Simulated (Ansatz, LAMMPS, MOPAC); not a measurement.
How well does each level of theory give the elastic constant C11 of rutile SnO₂?

Reference value: 262 GPa (measured, temperature not stated, not corrected to a static lattice; as tabulated in Oses et al. (2018), arXiv:1811.08464).

```tsv
level (code)	value (GPa)	cell (Å³/atom)
ionic model pedone2006 (rigid ions, LAMMPS)	302	11.97
PM6 semi-empirical Hartree-Fock (MOPAC) (MOPAC)	303	14.14
LDA (Ansatz)	248	11.86
PBE (Ansatz)	209	12.58
r²SCAN (Ansatz)	?	12.09
```

**Question.** What belongs in the gaps?

**Answer.** 
- r²SCAN (Ansatz, a program for electronic structure), value (GPa): 254

Differences against the reference: ionic model pedone2006 +15.3 %, PM6 semi-empirical Hartree-Fock (MOPAC) +15.6 %, LDA -5.3 %, PBE -20 %, r²SCAN -3.1 %.

Leaving aside ionic model pedone2006, which can be fitted to such values or carry a doubt: The reference's temperature isn't stated, so close values are not ranked against it.

The reference has no zero-point or thermal correction, while the calculations are for a static lattice, so the differences are not the levels' errors alone. A static lattice is as a rule stiffer than a warm one, by over a tenth in soft solids.  PM6 semi-empirical Hartree-Fock (MOPAC): the method was fitted mainly to molecules. PM6 semi-empirical Hartree-Fock (MOPAC): the run uses a supercell at the zone centre in place of a k mesh. Each level is taken at its own relaxed cell. Cutoffs differ between the levels. Ansatz's density-functional and Hartree–Fock values are scalar-relativistic unless marked +SOC, with PAW data made under PBE.

Empirical potentials (ionic model pedone2006) are fitted to chosen data, which need not cover the solid at hand: agreement can be built in, and what lay outside the fit can be far off.

Differences are worked out from the printed values.
